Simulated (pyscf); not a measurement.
One four-centre exchange on the singlet surface with elements of a group swapped. ωB97M-D3(BJ)/def2-TZVP, eV, from the separated reactants. PySCF, gas phase, ωB97X-D3(BJ)/def2-SVP geometries.

```csv
step,barrier,reaction energy,imaginary mode (i cm⁻¹)
`[OH][Si]([OH])([Cl])[Cl]` + `[ClH]` → `[OH][Si]([Cl])([Cl])[Cl]` + `[OH2]`,[?],[?],275
`[OH][Si]([OH])([F])[F]` + `[FH]` -> `[OH][Si]([F])([F])[F]` + `[OH2]`,0.56,-0.35,776
```

Problem. Fill in the missing entries.

Solution. 
- `[OH][Si]([OH])([Cl])[Cl]` + `[ClH]` → `[OH][Si]([Cl])([Cl])[Cl]` + `[OH2]`, barrier: 0.84
- `[OH][Si]([OH])([Cl])[Cl]` + `[ClH]` → `[OH][Si]([Cl])([Cl])[Cl]` + `[OH2]`, reaction energy: +0.20

Row 1: On the reactant side the descent ends in a complex, 0.26 eV under the separated species and 1.05 eV under the saddle at ωB97X-D3(BJ)/def2-TZVP. Row 2: On the reactant side the descent ends in a bound adduct (not fully relaxed), 0.40 eV under the separated species and 0.98 eV under the saddle at ωB97X-D3(BJ)/def2-TZVP. Each row is the saddle that its search found.
